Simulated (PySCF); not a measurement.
## Aluminium: highly charged ions in a basis for the neutral atom

Al⁵⁺ [He] 2s2 2p4, Al⁶⁺ [He] 2s2 2p3. All numbers are calculated (PySCF 2.14, the non-relativistic Hamiltonian (point nucleus), in pcseg-2). No spin-orbit coupling, so a gap to NIST mixes the basis error with missing relativistic terms.

Changed run: basis of the neutral atom used for a highly charged ion. This setting is unsound on purpose.

| species | method | sound run (hartree) | changed run (hartree) | converged |
| --- | --- | --- | --- | --- |
| Al⁵⁺ | UHF | not run | -229.93103 | yes |
| Al⁵⁺ | r2SCAN | not run | -230.18667 | yes |
| Al⁵⁺ | TPSS | not run | -230.25080 | yes |
| Al⁶⁺ | UHF | not run | -222.86036 | yes |
| Al⁶⁺ | r2SCAN | not run | -223.04216 | yes |
| Al⁶⁺ | TPSS | not run | -223.09294 | yes |

Ionisation energy of Al⁵⁺:

```json
{"method": "UHF", "changed run (eV)": "192.40", "NIST (eV)": "190.49 ± 0.05"}
{"method": "r2SCAN", "changed run (eV)": "194.41", "NIST (eV)": "190.49 ± 0.05"}
{"method": "TPSS", "changed run (eV)": "194.78", "NIST (eV)": "190.49 ± 0.05"}
```

The contracted functions were made for the neutral atom and can be too rigid for a highly charged ion.
